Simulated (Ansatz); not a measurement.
The same path of C2H3O (6 atoms, charge 0, multiplicity 2) was run twice with different band settings. The coordinate that changes most is the dihedral H4–C1–C2–O3.

Method: Ansatz, UKS B3LYP-D4/def2-mTZVP.

Relaxed end points:

```xyz
6
Properties=species:S:1:pos:R:3
C -0.536 0.057 -0.481
C 0.530 -0.053 0.449
O 0.990 -1.138 0.825
H -0.979 -0.841 -0.891
H -0.915 1.023 -0.789
H 0.951 0.890 0.841
```

```xyz
6
Properties=species:S:1:pos:R:3
C -0.536 0.057 -0.481
C 0.530 -0.053 0.449
O 0.990 -1.138 0.825
H -0.915 1.022 -0.789
H -0.979 -0.841 -0.891
H 0.951 0.889 0.841
```

Common settings: movable images 5; climbing image yes; spring 5.0 eV/Å²; start path through a guess of the saddle point; force threshold 0.05 eV/Å; iteration limit 60; end points relaxed.

| run | optimiser | largest step |
| --- | --- | --- |
| 1 | quadratic models (default) | default |
| 2 | lbfgs | 0.02 Å |

Q: What does each run give, and how far can it be trusted?

A: Run 1: converged after 9 iterations, highest image 0.577 eV above the first end. A vibrational analysis at the climbing image gives one clearly imaginary mode, 476i cm⁻¹: a first-order saddle point.
Run 2: converged after 38 iterations, highest image 0.577 eV above the first end. Another band between the same ends (5 images) ends at a top of the same energy, where a vibrational analysis finds 1 clearly imaginary mode.
